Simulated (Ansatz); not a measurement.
2H MoTe2: elastic constant C11 by level of theory

No measured value is used here.

```json
[
 {"level (code)": "PBE (Ansatz)", "value (GPa)": "?", "cell (Å³/atom)": "28.00"},
 {"level (code)": "PBE-D3(BJ) (Ansatz)", "value (GPa)": "134", "cell (Å³/atom)": "24.17"},
 {"level (code)": "PBE-D4 (Ansatz)", "value (GPa)": "133", "cell (Å³/atom)": "24.29"},
 {"level (code)": "r²SCAN (Ansatz)", "value (GPa)": "118", "cell (Å³/atom)": "27.00"}
]
```

Question: What belongs in the gaps?

Answer: 
- PBE (Ansatz, an electronic-structure program), value (GPa): 107

PBE, r²SCAN: the cell comes from a level without a dispersion term, which matters for the spacing of layers, chains or molecules. PBE-D3(BJ), PBE-D4: the dispersion coefficients are held fixed in the derivatives. Each level is taken at its own relaxed cell. Cutoffs differ between the levels. Ansatz's density-functional and Hartree–Fock values are scalar-relativistic unless marked +SOC, with PAW data made under PBE.
